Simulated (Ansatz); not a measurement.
Species: CS₂, SMILES `C(=S)=S` (charge 0, multiplicity 1), formula CS$_{2}$.

Problem. How many basis functions does frozen-core CCSD(T)/cc-pVTZ // B3LYP-D3(BJ)/def2-TZVP run with Ansatz (a quantum-chemistry and plane-wave program) use, how many core orbitals are frozen, and how many electrons are correlated?

Solution. 98 basis functions and 11 frozen orbitals, which leaves 16 correlated electrons. Core time is of the order of seconds.
